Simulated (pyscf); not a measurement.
# Four-centre exchange: H₃C–CH₂–ZnH + H₂Se → H₃C–CH₂–Zn–SeH + H₂

Gas phase, singlet surface, charge 0. Bonds broken: Zn3–H9, Se10–H11. Bonds formed: Zn3–Se10, H9–H11. Single points on ωB97X-D3(BJ)/def2-SVP structures (PySCF, gas phase).

Transition state (Å):

```xyz
12

C      0.1899     1.2016    -0.9494
C      0.1063    -0.3289    -0.9257
Zn    -0.6864    -1.0055     0.7274
H     -0.8050     1.6671    -0.8530
H      0.7995     1.5913    -0.1171
H      0.6380     1.5793    -1.8855
H      1.1090    -0.7752    -1.0470
H     -0.4880    -0.6986    -1.7798
H     -1.1817    -2.2819     1.7506
Se    -1.5823     0.3210     2.7995
H     -1.4494    -1.3680     2.3841
H     -0.2277     0.3006     3.3658
```

One imaginary mode, 1154i cm⁻¹; descent along it reached the two sides named, in the forms told below.

```csv
bond,change,reactant side (Å),saddle,product side
Zn3–H9,breaks,1.565,1.709,3.1
Se10–H11,breaks,1.465,1.744,3.3
Zn3–Se10,forms,2.9,2.6,2.297
H9–H11,forms,3.2,1.144,0.762
```

Electronic energies relative to the separated reactants (kcal/mol):

```json
[
 {"level": "ωB97X-D3(BJ)/def2-TZVP", "barrier": "10.1", "reaction energy": "-26.7", "reverse barrier": "36.8"},
 {"level": "PBE/def2-TZVP", "barrier": "7.0", "reaction energy": "-23.3", "reverse barrier": "30.3"},
 {"level": "r²SCAN/def2-TZVP", "barrier": "6.5", "reaction energy": "-24.6", "reverse barrier": "31.1"},
 {"level": "B3LYP-D3(BJ)/def2-TZVP", "barrier": "10.7", "reaction energy": "-23.9", "reverse barrier": "34.6"},
 {"level": "PBE0-D3(BJ)/def2-TZVP", "barrier": "7.4", "reaction energy": "-24.4", "reverse barrier": "31.7"},
 {"level": "M06-2X/def2-TZVP", "barrier": "8.6", "reaction energy": "-28.2", "reverse barrier": "36.7"},
 {"level": "ωB97M-D3(BJ)/def2-TZVP", "barrier": "13.9", "reaction energy": "-22.3", "reverse barrier": "36.2"},
 {"level": "HF/def2-TZVP", "barrier": "26.3", "reaction energy": "-22.4", "reverse barrier": "48.7"}
]
```

With ωB97M-D3(BJ)/def2-TZVP energies and thermal terms (ideal gas, 1 atm, RRHO with modes under 100 cm⁻¹ raised to 100, one conformer, R ln 2 for chiral ones without a mode under 150 cm⁻¹), in kcal/mol:

```tsv
T (K)	ΔH‡	ΔG‡	ΔH	ΔG
298	13.3	23.7	-22.3	-20.5
600	13.7	34.0	-21.1	-19.2
900	14.5	44.0	-20.4	-18.4
1200	15.3	53.7	-19.9	-17.8
```

On the reactant side the descent ends in an adduct with a Se–Zn contact, 7.2 kcal/mol under the separated species and 17.3 kcal/mol under the saddle at ωB97X-D3(BJ)/def2-TZVP. What is counted as formed (Se–Zn) is already present as a longer contact in the reactant adduct; forming that adduct is a step of its own. This is the saddle that the search found; another between the same sides may lie lower. Elements up to Kr have no core potential and no relativistic terms here.
